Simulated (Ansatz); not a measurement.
**AlHCl (quartet): from Hartree-Fock to the top rungs, 6-31G**

How much of the correlation energy of AlHCl (quartet) does each wave-function method recover here?

Method: 6-31G, core rule «outside noble gas», up to 10 orbitals frozen; program: Ansatz 0.2.0, Gaussian basis.

To be run: UHF; CCSD(T) on ROHF; CCSD(T) on UHF; BCCD(T) on ROHF; CISD; CCSDT(Q) on ROHF; CCSDT(Q) on UHF; CISDTQ; CCSDTQ on ROHF; CCSDTQ on UHF; CASSCF and MRCISD+Q, 11 electrons in 9 orbitals; CASSCF and NEVPT2, 11 electrons in 9 orbitals; Full CI.

8 further runs of the same task are left out: 3 for a known fault of the program, 5 set aside as unsound or not needed.

### 1 The system

The geometry is a PBE0/def2-TZVP stationary point (not a proven minimum).

3 atoms, charge 0, spin multiplicity 4.

Atoms are counted from 1 here; the program's logs count them from 0.

Bond lengths: Al1–Cl2 2.197 Å, Al1–H3 1.817 Å. Angles: Cl2–Al1–H3 63.0°.

### 2 UHF

Input file in.yaml:

```yaml
crystal:
  periodic: [false, false, false]
  atoms:
    - {symbol: Al, position_ang: [0.000000, -0.050236, 1.239922]}
    - {symbol: Cl, position_ang: [0.000000, -0.006816, -0.956330]}
    - {symbol: H, position_ang: [0.000000, 1.584516, 0.446218]}
basis:
  gaussian: {orbitals: 6-31G}
magnetization: {spin_polarized: true, initial_magnetization: 3}
hamiltonian: {xc: hf}
output: {orbitals: {seedname: orbitals}}
```

On the command line:

```bash
> ansatz run in.yaml --threads 1 --pin off --events-out ev --progress --plain --max-ram 4096MiB --backend cpu
```

Further steps of the session: CCSD(T) on ROHF; CCSD(T) on UHF; BCCD(T) on ROHF; CISD; CCSDT(Q) on ROHF; CCSDT(Q) on UHF; CISDTQ; CCSDTQ on ROHF; CCSDTQ on UHF; CASSCF and MRCISD+Q, 11 electrons in 9 orbitals; CASSCF and NEVPT2, 11 electrons in 9 orbitals; Full CI.

**Question.** What will the summary of the whole plan be? Wanted: FCI below the RHF energy; RMP2 from FCI; UMP2 from FCI; RCCSD from FCI; RCCSD(T) from FCI; UCCSD(T) from FCI; RCCSDT(Q) from FCI; UCCSDT(Q) from FCI; NEVPT2 valence from FCI.

**Answer**, as computed:

```
                         quantity                                                                                                          value
         FCI below the RHF energy                                                                                                     -2.0549 eV
                    RMP2 from FCI                                                                                                     +435.1 meV
                    UMP2 from FCI                                                                                                     +429.3 meV
                   RCCSD from FCI                                                                                                      +57.5 meV
                RCCSD(T) from FCI                                                                                                      +13.1 meV
                UCCSD(T) from FCI                                                                                                      +13.3 meV
               RCCSDT(Q) from FCI                                                                                                       +0.2 meV
               UCCSDT(Q) from FCI                                                                                                       -0.9 meV
          NEVPT2 valence from FCI                                                                                                     +315.8 meV
        MRCISD+Q valence from FCI                                                                                                      +20.2 meV
levels within 1 kcal/mol (43 meV)  RCCSD(T), UCCSD(T), BCCD(T), RCCSDT, UCCSDT, CISDTQ, RCCSDT(Q), UCCSDT(Q), RCCSDTQ, UCCSDTQ, MRCISD+Q valence
                    T1 diagnostic                                                                                                          0.030
   effectively unpaired electrons                                                                                                           3.02
```

RCCSD(T) lands +13.1 meV from the yardstick (0.6 % of the correlation energy). One determinant dominates. Of the multireference levels listed MRCISD+Q valence comes nearest in total energy (+20.2 meV), which doesn't show that its space is the better one. These misses are within one basis, not against nature; the frozen cores of restricted and unrestricted runs differ, which can shift their rows.
